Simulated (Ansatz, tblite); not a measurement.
# The cluster Li2H2: rung by rung

How do method and basis change the picture of the cluster Li2H2 (singlet)?

Method: as each input shows; program: Ansatz 0.2.0, Gaussian basis.

The runs, in order: GFN1-xTB, GFN2-xTB, PBE-D4/def2-TZVP, r2SCAN-D4/def2-TZVP, HSE06-D4/def2-TZVP, revPBE-D4/def2-TZVP, B97M-V/def2-TZVP, ωB97M-V/def2-TZVP, r2SCAN0-D4/def2-TZVP, PBE+5HF/def2-TZVP, PBE+10HF/def2-TZVP, PBE+15HF/def2-TZVP, PBE+35HF/def2-TZVP, PBE+50HF/def2-TZVP, PBE-D4/def2-SVP, PBE0-D4/def2-SVP, HF/STO-3G, HF/6-31G, B3LYP-D4/6-31G, PBE0-D4/def2-TZVPD, PBE-D4/def2-TZVPD, r2SCAN-D4/def2-TZVPD, CCSD(T)/def2-TZVPP, MP2/def2-TZVP, RPA/def2-TZVP, CCSD(T)/def2-TZVPD.

## Step 1: The structure

The singlet was relaxed beforehand with PBE-D4/def2-TZVP. At that level it is the lowest of the isomers that a small search found.

4 atoms, charge 0, spin multiplicity 1.

Bond lengths: Li1–Li2 2.282 Å, Li1–H3 1.746 Å, Li1–H4 1.747 Å, Li2–H3 1.747 Å, Li2–H4 1.747 Å. Angles: Li2–Li1–H3 49.2°, Li2–Li1–H4 49.2°, H3–Li1–H4 98.4°, Li1–Li2–H3 49.2°, Li1–Li2–H4 49.2°, H3–Li2–H4 98.4°, Li1–H3–Li2 81.6°, Li1–H4–Li2 81.6°.

PBE0-D4/def2-TZVP was run before; its log isn't repeated, and its numbers join the tables.

## Step 2: GFN1-xTB

Tight binding, by tblite at 300 K electronic temperature and without a spin-polarisation term:

```python
tblite.interface.Calculator('GFN1-xTB', numbers, positions, charge=0, uhf=0).singlepoint()
```

Energy -50.4796 eV, HOMO -11.79 eV, LUMO -7.76 eV; 0.001 s.

## Step 3: GFN2-xTB

Tight binding, by tblite at 300 K electronic temperature and without a spin-polarisation term:

```python
tblite.interface.Calculator('GFN2-xTB', numbers, positions, charge=0, uhf=0).singlepoint()
```

Energy -43.4113 eV, HOMO -9.54 eV, LUMO -4.76 eV; 0.001 s.

## Step 4: PBE-D4/def2-TZVP

start.molden holds the orbitals of an earlier run on this state, given as this run's starting guess.

The input, in.yaml:

```yaml
crystal:
  periodic: [false, false, false]
  atoms:
    - {symbol: Li, position_ang: [-0.560949, -0.131413, -0.984933]}
    - {symbol: Li, position_ang: [0.553284, 0.142215, 0.987728]}
    - {symbol: H, position_ang: [-0.880491, -0.778911, 0.605267]}
    - {symbol: H, position_ang: [0.888156, 0.768110, -0.608062]}
basis:
  gaussian: {orbitals: def2-TZVP, initial_orbitals: start.molden}
hamiltonian: {xc: pbe, dispersion: d4}
scf: {omitted_lower_state_checks: [starts]}
output: {orbitals: {seedname: orbitals}}
```

On the command line:

```sh
> ansatz run in.yaml --threads 4 --pin off --events-out ev --progress --plain --max-ram 3916MiB
```

The runs that follow: r2SCAN-D4/def2-TZVP; HSE06-D4/def2-TZVP; revPBE-D4/def2-TZVP; B97M-V/def2-TZVP; ωB97M-V/def2-TZVP; r2SCAN0-D4/def2-TZVP; PBE+5HF/def2-TZVP; PBE+10HF/def2-TZVP; PBE+15HF/def2-TZVP; PBE+35HF/def2-TZVP; PBE+50HF/def2-TZVP; PBE-D4/def2-SVP; PBE0-D4/def2-SVP; HF/STO-3G; HF/6-31G; B3LYP-D4/6-31G; PBE0-D4/def2-TZVPD; PBE-D4/def2-TZVPD; r2SCAN-D4/def2-TZVPD; CCSD(T)/def2-TZVPP; MP2/def2-TZVP; RPA/def2-TZVP; CCSD(T)/def2-TZVPD.

Before running them: what should the planned runs give, taken together? Wanted: gap in def2-TZVP, named functionals, smallest and largest; gap over the share of exact exchange; correlation energy, CCSD(T)/def2-TZVPP; correlation energy, MP2/def2-TZVP; correlation energy, CCSD(T)/def2-TZVPD; binding an atom, CCSD(T)/def2-TZVPP; PBE0 total energy, smallest basis above largest.

As calculated:

```
                                                 quantity                                   value
gap in def2-TZVP, named functionals, smallest and largest  3.74 eV (revPBE-D4), 8.24 eV (ωB97M-V)
                     gap over the share of exact exchange            3.79 eV at 0, 7.04 eV at 0.5
                   correlation energy, CCSD(T)/def2-TZVPP                                -3.90 eV
                        correlation energy, MP2/def2-TZVP                                -2.87 eV
                   correlation energy, CCSD(T)/def2-TZVPD                                -3.65 eV
                      binding an atom, CCSD(T)/def2-TZVPP                                1.728 eV
          PBE0 total energy, smallest basis above largest          0.39 eV (def2-SVP, def2-TZVPD)
```

Over the named functionals in def2-TZVP the gap runs from 3.74 eV (revPBE-D4) to 8.24 eV (ωB97M-V); exact exchange widens it. Raising the share of exact exchange from 0 to 0.5 moves the HOMO by -2.29 eV and the LUMO by +0.96 eV. A small miss in a minimal or small basis is a cancelling of errors, not accuracy. The functionals in def2-TZVP miss CCSD(T)/def2-TZVPP by -0.068 (PBE0-D4) to +0.146 eV (B97M-V) an atom. CCSD(T)/def2-TZVPP isn't at the basis-set limit; small misses against it rank nothing.
